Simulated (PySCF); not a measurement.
Species: C5H6S.
Numbering: `[CH3:1][c:2]1[cH:3][cH:4][cH:5][s:6]1` (hydrogens: H7, H8, H9 on C1; H10 on C3; H11 on C4; H12 on C5)

Method: PySCF, PBE0-D3(BJ)/def2-TZVP geometry optimisation, gas phase.

Problem. What internal coordinates does the optimisation give?

Solution. 
| bond | length (Å) | order |
| --- | --- | --- |
| C1–C2 | 1.489 | single |
| C2–C3 | 1.365 | aromatic |
| C3–C4 | 1.418 | aromatic |
| C4–C5 | 1.361 | aromatic |
| C5–S6 | 1.708 | aromatic |
| C2–S6 | 1.718 | aromatic |
| C1–H7, C1–H8, C1–H9 | 1.092 | single |
| C3–H10 | 1.083 | single |
| C4–H11 | 1.082 | single |
| C5–H12 | 1.079 | single |

Bonds in one row agree within 0.01 Å and their mean is given. Orders are formal, as drawn. A selection of angles:
| angle | degrees |
| --- | --- |
| C2–C1–H7 | 111.8 |
| C2–C1–H9 | 109.7 |
| H7–C1–H8 | 107.5 |
| C1–C2–C3 | 128.2 |
| C1–C2–S6 | 121.6 |
| C3–C2–S6 | 110.2 |
| C2–C3–C4 | 113.4 |
| C2–C3–H10 | 122.6 |
| C4–C3–H10 | 124.0 |
| C3–C4–C5 | 112.4 |
| C3–C4–H11 | 124.1 |
| C5–C4–H11 | 123.4 |
| C4–C5–S6 | 111.3 |
| C4–C5–H12 | 128.4 |
| S6–C5–H12 | 120.3 |
| C2–S6–C5 | 92.7 |

The 6 heavy atoms lie in one plane (0.003 Å rms). The 5-membered ring C2–C3–C4–C5–S6 has internal angles of 92.7° to 113.4°; it is planar, 0.00 Å rms from its mean plane, widest ring torsion 0°. S6 (thiophene-type sulfur) is bent (angle 92.7°). The C–C distances run from 1.361 Å (C4–C5, aromatic) to 1.489 Å (C1–C2, drawn single), a spread of 0.128 Å.

Point group: near Cs, missed by 0.21 Å at most; the miss may be what the optimiser left on a soft mode. PBE0-D3(BJ)/def2-TZVP frequencies: not computed here.

Hardware: one thread, Intel Xeon Platinum 8488C (x86_64), on a shared host. Cost: 3.0 min wall, 1.1 GiB resident at most. That covers the optimisation of the geometry.
